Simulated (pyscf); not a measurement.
Structures and frequencies: ωB97X-D3(BJ)/def2-SVP in PySCF. MP2 and CC: frozen core, UHF for open shells. ΔMP2 is the change of the MP2 total energy from the triple- to the quadruple-zeta basis.

Estimate the classical barrier height and the reaction energy of `[CH2][CH3]` [doublet] + `[ClH]` → `[CH3][CH3]` + `[Cl]` [doublet] at CCSD(T)/def2-TZVPP. The step runs on the doublet surface, breaks Cl–H and forms C–H; take the separated reactants as zero.

ΔE‡ = 0.7 kcal/mol, ΔE = -3.2 kcal/mol. CCSD(T)/def2-TZVPP + ΔMP2(QZVPP) gives 0.4 kcal/mol and -2.4 kcal/mol. Zero-point energy shifts the barrier by +0.7 kcal/mol. It is a hydrogen abstraction, with an imaginary mode of 865i cm⁻¹. On the reactant side the descent ends in a complex, 4.3 kcal/mol under the separated species and 1.9 kcal/mol under the saddle at ωB97X-D3(BJ)/def2-TZVP. At ωB97X-D3(BJ) the barrier from the zero used here is -2.4 kcal/mol. This is the saddle that the search found; another between the same sides may lie lower. The angle at the transferred H is 171°. The CCSD(T) − MP2 part came from Ansatz, without density fitting, on the same reference. Left out: the spin-orbit lowering of Cl.
